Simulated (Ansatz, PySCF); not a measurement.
This PySCF input computes a CCSD(T)/cc-pVDZ energy:

```python
from pyscf import gto, scf, mp, cc as ccmod

mol = gto.M(
    atom='''
    N    -0.00356243    0.11201664    0.09548205
    H     0.80776927   -0.37468272   -0.32489897
    H    -0.78283228   -0.40943375   -0.34347535
    ''',
    basis='cc-pvdz',
    charge=-1,
    spin=0,
    verbose=4,
)

mf = scf.RHF(mol)
mf.conv_tol = 1e-10
mf.max_cycle = 100
mf.kernel()
mp2 = mp.MP2(mf, frozen=1).run()
cc = ccmod.CCSD(mf, frozen=1)
cc.max_cycle = 100
cc.kernel()
et = cc.ccsd_t()
print(f'E(CCSD(T)) = {cc.e_tot + et:.9f}')
```

**Question.** Write an input for the same energy in Ansatz (a program for electronic structure) and say what it gives.

**Answer.** 
Ansatz 0.2 input:
```yaml
crystal:
  periodic: [false, false, false]
  atoms:
    - {symbol: N, position_ang: [-0.00356243, 0.11201664, 0.09548205]}
    - {symbol: H, position_ang: [0.80776927, -0.37468272, -0.32489897]}
    - {symbol: H, position_ang: [-0.78283228, -0.40943375, -0.34347535]}
basis:
  gaussian:
    orbitals: cc-pVDZ
total_charge: -1
magnetization: {spin_polarized: false}
correlation: {method: ccsd_t, electrons: outside_noble_gas}
```
It gives -55.68314 Eh, and PySCF -55.68314 Eh, a difference of 0.00 mEh.

Whether it binds its extra electron was not tested at this geometry.
